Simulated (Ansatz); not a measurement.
**AlN₂H (singlet): relaxing a cheap start**

Where does this start of AlN₂H (singlet) end when it is relaxed?

The runs use Ansatz 0.2.0, Gaussian basis; RKS PBE0/def2-TZVP.

## 1. Where the work starts

4 atoms, charge 0, spin multiplicity 1.

Atoms are counted from 1 here; the program's logs count them from 0.

Bond lengths: N1–Al2 1.729 Å, Al2–N3 1.727 Å, N3–H4 1.007 Å. Angles: N1–Al2–N3 177.7°, Al2–N3–H4 165.0°.

The start was built by rule and, where that kept it together, relaxed with GFN2-xTB. Sticks and bond lists go by distance. 

## 2. The run

Input file in.yaml:

```yaml
crystal:
  periodic: [false, false, false]
  atoms:
    - {symbol: N, position_ang: [-2.389792, -0.271328, -0.002546]}
    - {symbol: Al, position_ang: [-0.670419, -0.091292, -0.000913]}
    - {symbol: N, position_ang: [1.053481, 0.019732, 0.000549]}
    - {symbol: H, position_ang: [2.006730, 0.342888, 0.002910]}
basis:
  gaussian: {orbitals: def2-TZVP}
hamiltonian: {xc: pbe0}
relax: {f_tol: 0.004, max_steps: 80}
```

On the command line:

```sh
$ ansatz run in.yaml --threads 1 --pin off --events-out ev --progress --plain --max-ram 2176MiB
```

**Question.** What will these runs give? Wanted: energy gained; shift from the start; total energy; dipole moment.

As calculated:

| quantity | value |
| --- | --- |
| steps | 13 |
| energy gained | 0.175 eV |
| shift from the start (rms) | 0.187 Å |
| total energy | -9581.7010 eV |
| dipole moment | 1.87 D |

The bonds of the start are those of the end. N1–Al2 went from 1.729 to 1.782 Å. No vibrations were run, so this is a stationary point, not a proven minimum, and this spin need not be the ground state's.
